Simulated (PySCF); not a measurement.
Species: 1,3-dithiane, C4H8S2.
Structure used (GFN2-xTB), in Å, numbered top down from 1:
```xyz
14
C4H8S2 angstrom
C     -1.2550    0.0725   -0.2179
C     -0.5760   -1.2533    0.0951
S      0.9517   -1.4984   -0.8707
C      1.8638   -0.0668   -0.2355
S      1.0872    1.5177   -0.6482
C     -0.4625    1.2720    0.2815
H     -2.2366    0.0806    0.2651
H     -1.4033    0.1593   -1.2965
H     -0.3178   -1.3257    1.1538
H     -1.2177   -2.0907   -0.1742
H      2.8446   -0.0765   -0.7021
H      1.9510   -0.1505    0.8475
H     -1.0247    2.1939    0.1423
H     -0.2054    1.1655    1.3375
```

Definitions: NICS(0) = −σiso at the ring centroid; NICS(1) = −σiso and NICS(1)zz = −σzz at ±1 Å along the ring normal z. Level: GIAO PBE0/pcSseg-1 (PySCF, non-relativistic, gas phase) on the GFN2-xTB geometry, one conformer.

Ring bond lengths (Å), with Mayer bond orders in brackets: C1–C2 1.522 (1.01), C2–S3 1.824 (1.00), S3–C4 1.812 (0.98), C4–S5 1.812 (0.98), S5–C6 1.824 (1.00), C6–C1 1.522 (1.01).

Problem. Give the NICS values of each ring in ppm.

Solution. 
| ring | type | NICS(0) | NICS(1), two faces | NICS(1)zz, two faces | rms pucker (Å) | centre to ring atoms, mean (Å) |
| --- | --- | --- | --- | --- | --- | --- |
| C1–C2–S3–C4–S5–C6 | 6-membered ring with 2 S; formal bonds all single | -1.9 | -2.0 / -0.9 | 4.4 / 6.5 | 0.31 | 1.63 |

Problem. What can be read from them?

Solution. 
- C1–C2–S3–C4–S5–C6: mean NICS(1)zz 5.5 ppm, deshielded. C1, C2, C4, C6 have four or more neighbours, so the value isn't read as a sign of a π ring current.

Problem. What are the shieldings of the ring atoms and their hydrogens in the same run (means over atoms taken as equivalent)?

Solution. 
```csv
atoms,environment,σ isotropic (ppm)
C1,ring CH2 carbon,155.3
C2 (×2),sp3 carbon bound to sulfur,148.3
S3 (×2),sulfide sulfur,461.7
C4,sp3 carbon bound to sulfur,141.0
H7 (×2),methylene hydrogen,29.74
H9 (×4),methylene hydrogen,29.01
H11 (×2),methylene hydrogen,27.94
```
